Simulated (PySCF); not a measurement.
Excitations are Tamm–Dancoff values on a coarser integration grid. The basis has no diffuse functions, so Rydberg states are missing or too high.

Cartesian coordinates (Å):
```xyz
9

C      1.3200    -0.1657    -0.3867
C      0.2819    -0.1599     0.4375
C     -1.1116     0.2042     0.0568
H      2.3124    -0.4413    -0.0494
H      1.2125     0.1056    -1.4329
H      0.4376    -0.4399     1.4779
H     -1.1804     0.4708    -0.9996
H     -1.8003    -0.6251     0.2474
H     -1.4720     1.0513     0.6492
```
Charge 0, spin multiplicity 1.

Give the total energy, LUMO and S1 excitation (TDA) at the level PBE-D3(BJ)/def2-TZVP // PBE0-D4/def2-TZVP in PySCF.


```
Property                   Result
-------------------  ------------
total energy         -117.7814 Ha
LUMO                     -0.60 eV
S1 excitation (TDA)       7.15 eV
```
